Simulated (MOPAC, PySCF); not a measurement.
C2H2O2, SMILES `O=CC=O` (O–C–C–O torsion 180°), neutral singlet in the gas phase. 

Z-matrix (Å, degrees):
```
C
O 1 1.2008
H 1 1.1067 2 123.65
C 1 1.5237 3 114.79 2 180.00
O 4 1.2008 1 121.56 3 0.00
H 4 1.1067 5 123.65 1 180.00
```
Charge 0, multiplicity 1.

All levels are single points at this geometry (B3LYP-D3(BJ)/def2-TZVP); Pople sets use spherical d functions. Orbital energies aren't observables, and empty levels follow the basis.

B3LYP-D3(BJ)/def2-TZVP in PySCF gives dipole (D) = 0.00.

Q: Estimate the dipole (D) from each of these levels: BP86/6-31G* in PySCF; PBE/6-31G* in PySCF; AM1 in MOPAC; PM6 in MOPAC; PM7 in MOPAC.

A: 
```
level                 dipole (D)
--------------------  ----------
BP86/6-31G* in PySCF        0.00
PBE/6-31G* in PySCF         0.00
AM1 in MOPAC                0.00
PM6 in MOPAC                0.00
PM7 in MOPAC                0.00
```
